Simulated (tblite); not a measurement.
# Cl5H7S: the cost of one run

Programs: tblite 0.8.0 and PySCF 2.14.0. All values are calculated, for the isolated system unless a continuum is named. Atoms count from 0, parts from 1.

## 1. The system as given

13 atoms, charge 0, multiplicity 1; geometry: rigid parts in contact. Parts: 1 = atoms 0–2, `S`, charge 0; 2 = atoms 3–4, `Cl`, charge 0; 3 = atoms 5–6, `Cl`, charge 0; 4 = atoms 7–8, `Cl`, charge 0; 5 = atoms 9–10, `Cl`, charge 0; 6 = atoms 11–12, `Cl`, charge 0.

## 2. Search for minima with GFN2-xTB

Job settings and geometry (Å):

```
{"job": {"kind": "dock", "xc": "GFN2-xTB", "basis": "xTB"}, "charge": 0, "multiplicity": 1, "parts": [{"atoms": "0-2", "charge": 0, "multiplicity": 1}, {"atoms": "3-4", "charge": 0, "multiplicity": 1}, {"atoms": "5-6", "charge": 0, "multiplicity": 1}, {"atoms": "7-8", "charge": 0, "multiplicity": 1}, {"atoms": "9-10", "charge": 0, "multiplicity": 1}, {"atoms": "11-12", "charge": 0, "multiplicity": 1}]}
S      0.052564     0.523369     0.144088
H     -0.875915    -0.424057     0.215625
H      1.016403    -0.335749    -0.162877
Cl    -2.957725     1.828270    -1.258071
H     -1.705403     1.604392    -1.048931
Cl    -2.853511     0.867754    -4.953136
H     -2.676457     1.528844    -3.873248
Cl    -2.215392     3.881264     1.419971
H     -2.642238     2.827780     0.816203
Cl    -1.513171     4.838269    -1.849445
H     -1.689034     4.638795    -0.589959
Cl    -1.428227    -1.954078    -6.477259
H     -1.939782    -0.967355    -5.842082
```

Method: GFN2-xTB search for minima from random contacts, gas phase.

Launch:

```
> OMP_NUM_THREADS=1 python cluster_run.py task.json out
```

This one command runs all jobs of the session in turn.

**Question.** How long does this first job take on 1 thread of Arm Neoverse N1, shared host?

About 16 s.
